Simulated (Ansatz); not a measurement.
System (SMILES): C#N (CH-N).
Atoms: C1, N2, H3. Bonds: C1-N2, C1-H3.

Basis-set convergence of the highest harmonic wavenumber at CCSD(T) with Ansatz (a quantum-chemistry and plane-wave program). Each level at its own minimum, finite differences of forces, unscaled; the reference is a large set that could be run, not a limit. Cartesian d functions, on some or all atoms, in 6-31G*, 6-31+G*; all else is spherical. Cores are frozen. Core-valence sets carry the plain set on hydrogen. No added dispersion term, no relativity. Reference: the value in aug-pcseg-2, 3446 cm⁻¹, itself unsure by roughly 11 cm⁻¹ (its mean distance from aug-cc-pVTZ, def2-TZVPPD). Deviations are taken from unrounded values. Cost is core time over that of 6-31+G*, rough, on shared machines of one kind; a dash marks a row that isn't timed (too short, read off another run, short of memory, by another algorithm or on other hardware).

| basis | functions | highest harmonic wavenumber (cm⁻¹) | minus reference (cm⁻¹) | cost |
|---|---|---|---|---|
| STO-3G | 11 | 3580 | 135 | - |
| 6-31G | 20 | 3419 | -26 | - |
| 6-31G* | 32 | 3463 | 18 | 0.6× |
| cc-pVDZ | 33 | 3446 | 1 | 0.6× |
| def2-SVP | 33 | 3467 | 22 | 0.6× |
| 6-31+G* | 40 | 3448 | 2 | 1× |
| 6-311G** | 42 | 3455 | 10 | 1× |
| def2-SVPD | 48 | 3444 | -2 | 2× |
| aug-cc-pVDZ | 55 | 3415 | -31 | 3× |
| 6-311++G(2d,2p) | 64 | 3422 | -23 | 4× |
| def2-TZVP | 68 | 3430 | -15 | 4× |
| cc-pVTZ | 74 | 3443 | -3 | 6× |
| def2-TZVPD | 83 | 3425 | -20 | 9× |
| def2-TZVPPD | 91 | 3436 | -9 | 10× |
| 6-311++G(3df,3pd) | 96 | 3430 | -15 | 20× |
| cc-pCVTZ | 100 | 3433 | -12 | 20× |
| aug-cc-pVTZ | 115 | 3433 | -13 | 30× |
| aug-pcseg-2 | 115 | 3446 | 0 | 30× |

The smallest set listed that lies within 50 cm⁻¹ of the reference with all its larger relatives (same family, alike in diffuse functions; a set with none counts only in the reference's own line) is cc-pVDZ (33 functions, 0.6× in cost, 1 cm⁻¹ off), level with def2-SVP. Inside the window by cancellation, since a larger relative falls out: 6-31G, 6-31G*. Inside, with no larger relative to test it: 6-311G**, cc-pCVTZ. (Relatives not listed, tested too: 6-31G** 52, 6-311+G** 2, def2-TZVPP -9, jun-cc-pV(T+d)Z -20 cm⁻¹.)
